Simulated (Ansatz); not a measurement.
**N₂H+ (triplet): from Hartree-Fock to the top rungs, def2-QZVPP**

The task here is to estimate one member of a computed series from the others.

Computed with Ansatz 0.2.0, Gaussian basis. Level: def2-QZVPP, core rule «outside noble gas», up to 2 orbitals frozen.

The runs, in order: UHF; ROHF; CCSD(T) on UHF.

2 further runs of the same task are left out: 2 set aside as unsound or not needed.

## What is computed

The geometry is a PBE0/def2-TZVP stationary point (not a proven minimum) of the parent state, kept for this charge and spin.

3 atoms, charge 1, spin multiplicity 3.

Atoms are counted from 1 here; the program's logs count them from 0.

Bond lengths: N1–N2 1.165 Å, N1–H3 1.057 Å. Angles: N2–N1–H3 117.5°.

The first run:

in.yaml

```yaml
crystal:
  periodic: [false, false, false]
  atoms:
    - {symbol: N, position_ang: [0.000000, -0.129220, 0.530635]}
    - {symbol: N, position_ang: [0.000000, 0.078417, -0.615382]}
    - {symbol: H, position_ang: [0.000000, 0.705987, 1.177680]}
basis:
  gaussian: {orbitals: "def2-QZVPP.json"}
total_charge: 1
magnetization: {spin_polarized: true, initial_magnetization: 2}
hamiltonian: {xc: hf}
output: {orbitals: {seedname: orbitals}}
```

On the command line:

```
$ ansatz run in.yaml --threads 1 --pin off --events-out ev --progress --plain --max-ram 2393MiB
```

Among the steps run: UHF; ROHF; CCSD(T) on UHF.

One table of the session follows, with a row left open; its other results are not shown here.

```
  method  from UCCSD(T) (kcal/mol)
    ROHF                   +235.95
     UHF                   +231.45
    UMP2                    +31.28
   UCCSD                         ?
UCCSD(T)                         0
```

Q: Estimate the row for UCCSD from the others.

As computed: from UCCSD(T) (kcal/mol): +10.92. In the column «from UCCSD(T) (kcal/mol)» it lies between UCCSD(T) (0) and UMP2 (+31.28).
